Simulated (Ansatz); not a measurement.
# SiCO+ (doublet): the correlation ladder, def2-QZVPP

The task here is to estimate one member of a computed series from the others.

Program: Ansatz 0.2.0, Gaussian basis. Level of theory: def2-QZVPP, core rule «outside noble gas», up to 7 orbitals frozen. These are calculated values, not measurements.

Plan: UHF; ROHF; CCSD(T) on UHF.

2 further runs of the same task are left out: 2 set aside as unsound or not needed.

**The system**

The geometry is a PBE0/def2-TZVP stationary point (not a proven minimum) of the parent state, kept for this charge and spin.

3 atoms, charge 1, spin multiplicity 2.

Atoms are counted from 1 here; the program's logs count them from 0.

Bond lengths: C1–Si2 1.831 Å, Si2–O3 1.514 Å. Angles: C1–Si2–O3 180.0°.

The first run:

Input file in.yaml:

```yaml
crystal:
  periodic: [false, false, false]
  atoms:
    - {symbol: C, position_ang: [0.000000, 0.000000, -1.725733]}
    - {symbol: Si, position_ang: [0.000000, 0.000000, 0.105667]}
    - {symbol: O, position_ang: [0.000000, 0.000000, 1.620067]}
basis:
  gaussian: {orbitals: "def2-QZVPP.json"}
total_charge: 1
magnetization: {spin_polarized: true, initial_magnetization: 1}
hamiltonian: {xc: hf}
output: {orbitals: {seedname: orbitals}}
```

Run with:

```sh
$ ansatz run in.yaml --threads 1 --pin off --events-out ev --progress --plain --max-ram 2393MiB
```

Among the steps run: UHF; ROHF; CCSD(T) on UHF.

One table of the session follows, with a row left open; its other results are not shown here.

| method | from UCCSD(T) (meV) |
| --- | --- |
| ROHF | +13587.4 |
| UHF | +12985.4 |
| UMP2 | +1130.7 |
| UCCSD | ? |
| UCCSD(T) | 0 |

Q: Estimate the row for UCCSD from the others.

As computed: from UCCSD(T) (meV): +783.2. In the column «from UCCSD(T) (meV)» it lies between UCCSD(T) (0) and UMP2 (+1130.7).

To keep in mind: The determinant is far from a pure spin state, so its energy mixes those of several spin states (harmless only where they are near-degenerate, as at dissociation).
